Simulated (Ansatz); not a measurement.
**B2H5N: ladder of basis sets**

The task is a ladder of basis sets, for B2H5N.

All numbers are computed with Ansatz 0.2.0 through its Python package. The levels of theory stand in the script.

## 1. Starting point

Bond lengths: B1–N2 1.484 Å, N2–B3 1.505 Å, B1–H4 1.137 Å, B1–H5 1.215 Å, N2–H6 1.061 Å, B3–H7 1.242 Å, B3–H8 1.138 Å. Angles: B1–N2–B3 104.6°, B1–N2–H6 106.7°, B3–N2–H6 108.2°, N2–B1–H4 122.5°, N2–B1–H5 122.1°, H4–B1–H5 115.3°, N2–B3–H7 119.5°, N2–B3–H8 124.0°, H7–B3–H8 116.5°.

b2h5n.xyz, read by the script:

```xyz
8

B    -0.78080    0.59320   -0.65660
N    -0.19670    0.35920    0.68690
B     0.62130   -0.89440    0.53290
H    -1.59220   -0.07180   -1.09460
H    -0.46260    1.54450   -1.34210
H     0.46670    1.16580    0.87560
H     1.86120   -0.82370    0.56270
H     0.17520   -1.93000    0.37930
```

## 2. The script

run_basis.py

```python
"""How the energy of B2H5N converges with the basis."""

import logging
import sys

import ansatz

logging.basicConfig(stream=sys.stdout, format="%(levelname)s:%(name)s:%(message)s")
log = logging.getLogger("ansatz_job")
log.setLevel(logging.INFO)


def main() -> None:
    b2h5n = ansatz.Crystal.molecule_from_extxyz("b2h5n.xyz")

    calc = b2h5n.calculation().functional("b3lyp")

    energies = {}
    for basis in ["STO-3G", "6-31G", "6-31G*", "def2-SVP", "def2-SVPD", "def2-TZVP", "def2-TZVPP"]:
        rep = calc.basis(gaussian=basis).run(threads=1).report
        size = rep["n_frozen"] + rep["n_occupied"][0] + rep["n_virtual"][0]
        energies[basis] = (rep["reference_energy_ev"] / 27.211386246, rep["free_energy_ev"] / 27.211386246)
        log.info(f"{basis:14s} {size:4d} orbitals  reference {energies[basis][0]:14.6f} Ha  total {energies[basis][1]:14.6f} Ha")

    last = energies["def2-TZVPP"][1]
    for basis, (_, total) in energies.items():
        log.info(f"{basis:14s} lies {27.211386 * (total - last):9.4f} eV above def2-TZVPP")


if __name__ == "__main__":
    main()
```

## 3. The calls as engine input

The engine receives this input (first run):

```yaml
crystal:
  periodic: [false, false, false]
  atoms:
    - { symbol: B, position_ang: [-0.7808, 0.5932, -0.6566] }
    - { symbol: "N", position_ang: [-0.1967, 0.3592, 0.6869] }
    - { symbol: B, position_ang: [0.6213, -0.8944, 0.5329] }
    - { symbol: H, position_ang: [-1.5922, -0.0718, -1.0946] }
    - { symbol: H, position_ang: [-0.4626, 1.5445, -1.3421] }
    - { symbol: H, position_ang: [0.4667, 1.1658, 0.8756] }
    - { symbol: H, position_ang: [1.8612, -0.8237, 0.5627] }
    - { symbol: H, position_ang: [0.1752, -1.93, 0.3793] }
basis:
  gaussian:
    orbitals: STO-3G
hamiltonian:
  xc: b3lyp
```

## 4. The run

On the command line:

```console
> python run_basis.py
```

Standard output:

```text
INFO:ansatz_job:STO-3G           20 orbitals  reference    -106.133831 Ha  total    -106.133831 Ha
INFO:ansatz_job:6-31G            37 orbitals  reference    -107.441175 Ha  total    -107.441175 Ha
INFO:ansatz_job:6-31G*           55 orbitals  reference    -107.474855 Ha  total    -107.474855 Ha
INFO:ansatz_job:def2-SVP         67 orbitals  reference    -107.394578 Ha  total    -107.394578 Ha
INFO:ansatz_job:def2-SVPD       100 orbitals  reference    -107.402318 Ha  total    -107.402318 Ha
INFO:ansatz_job:def2-TZVP       123 orbitals  reference    -107.518162 Ha  total    -107.518162 Ha
INFO:ansatz_job:def2-TZVPP      163 orbitals  reference    -107.520041 Ha  total    -107.520041 Ha
INFO:ansatz_job:STO-3G         lies   37.7207 eV above def2-TZVPP
INFO:ansatz_job:6-31G          lies    2.1460 eV above def2-TZVPP
INFO:ansatz_job:6-31G*         lies    1.2296 eV above def2-TZVPP
INFO:ansatz_job:def2-SVP       lies    3.4140 eV above def2-TZVPP
INFO:ansatz_job:def2-SVPD      lies    3.2034 eV above def2-TZVPP
INFO:ansatz_job:def2-TZVP      lies    0.0511 eV above def2-TZVPP
INFO:ansatz_job:def2-TZVPP     lies    0.0000 eV above def2-TZVPP
```

Run time: 9.9 s. Hardware: 1 thread of Arm Neoverse V2, shared host; peak memory 0.29 GiB.

## 5. What changed from run to run

The engine's inputs for some of the other runs:

Run 2, against run 1:

```diff
@@ -14 +14 @@
-    orbitals: STO-3G
+    orbitals: "6-31G"
```

Run 3, against run 1:

```diff
@@ -14 +14 @@
-    orbitals: STO-3G
+    orbitals: "6-31G*"
```

Run 4, against run 1:

```diff
@@ -14 +14 @@
-    orbitals: STO-3G
+    orbitals: def2-SVP
```

## 6. The runs side by side

From the records of these 7 runs:

| run | basis | energy (eV) | SCF cycles | CPU time (s) |
| --- | --- | --- | --- | --- |
| 1 | STO-3G | -2888.0487 | 13 | 0.49 |
| 2 | 6-31G | -2923.6233 | 14 | 0.71 |
| 3 | 6-31G* | -2924.5398 | 16 | 0.88 |
| 4 | def2-SVP | -2922.3553 | 14 | 0.99 |
| 5 | def2-SVPD | -2922.5660 | 14 | 1.9 |
| 6 | def2-TZVP | -2925.7182 | 14 | 1.9 |
| 7 | def2-TZVPP | -2925.7694 | 14 | 2.5 |

## 7. Outcome

```
                           quantity                                               value
                      runs compared                                                   7
change of the total from set to set  -35.575, -0.916, +2.184, -0.211, -3.152, -0.051 eV
```

What this shows: Against STO-3G: 6-31G -1307.3 mHa, 6-31G* -1341.0 mHa, def2-SVP -1260.7 mHa, def2-SVPD -1268.5 mHa, def2-TZVP -1384.3 mHa and def2-TZVPP -1386.2 mHa. The last step alone is -1.88 mHa (these two sets differ little on atoms other than hydrogen). The drop along the ladder measures the basis error, and is no property of the molecule. The geometry is a force-field or estimated start, not a minimum of this method, and the last set is no limit. Much of the fall in a total is atomic energy, which cancels in bond and reaction energies. b3lyp holds the VWN-RPA fit, as in Gaussian; the form of ORCA and Turbomole is b3lyp5. Totals across families of basis sets mostly measure their core functions.
